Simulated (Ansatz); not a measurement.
Results of HSE06-D3(BJ) (Ansatz, a first-principles code, plane waves, PAW) for CsCl-type TlBr.

Settings: plane-wave cutoff 460 eV, 6×6×6 k mesh, Fermi–Dirac smearing 0.01 eV, scalar-relativistic PAW data made under PBE.

Cell (relaxed at this level):

TlBr is taken in the cubic space group Pm-3m (No. 221), the CsCl type structure, Pearson symbol cP2. Cell: a = b = c = 3.9297 Å, α = β = γ = 90.00°. Tl on 1a sees 8 Br at 3.403 Å (cubic). Br on 1b is coordinated by 8 Tl at 3.403 Å (cubic). (Neighbours: up to the widest gap in distance over summed covalent radii, below 1.35, at either atom; cation-cation and far metal-metal contacts left out.)

### Question
Estimate the band gap and Γ–Γ gap that the calculation returns.

### Answer

- band gap = 2.42 eV (on the SCF k mesh)
- Γ–Γ gap = 9.50 eV

Measured, for comparison: band gap 2.68 eV (temperature not stated, no zero-point or thermal correction, detector crystals, literature values; as tabulated in Piasecki et al. (2022), doi:10.1039/d1ma01259b).

Spin–orbit coupling is not included; with these elements it can move the gap by several tenths of an eV or more.

Computed values are for the static lattice.

The result took about 4 core-minutes (a rough figure).
